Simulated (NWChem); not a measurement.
# Extrapolating the CCSD(T) correlation energy of water (H2O)

SMILES: O
```xyz
3

O      0.0000     0.0000     0.1226
H      0.7577     0.0000    -0.4905
H     -0.7577     0.0000    -0.4905
```
Charge 0, spin multiplicity 1.

Everything below was run with NWChem. All single points use one geometry, from PBE/def2-SVP, a minimum by its harmonic frequencies.

The correlated methods keep 1 core orbital frozen. Coupled-cluster values serve here as a point of comparison, not as the truth.

Worked example. The CCSD(T) correlation energy is -276.56 mHa in cc-pVTZ and -296.45 mHa in cc-pVQZ. The form E(X) = E∞ + A/X³ turns the pair into an estimate of the basis-set limit.

E∞ = (4³·(-296.45) − 3³·(-276.56))/(4³ − 3³) = -311.0 mHa. The larger basis holds 95 % of that, at about 10 times the processor time of the smaller one. This is a two-point estimate.
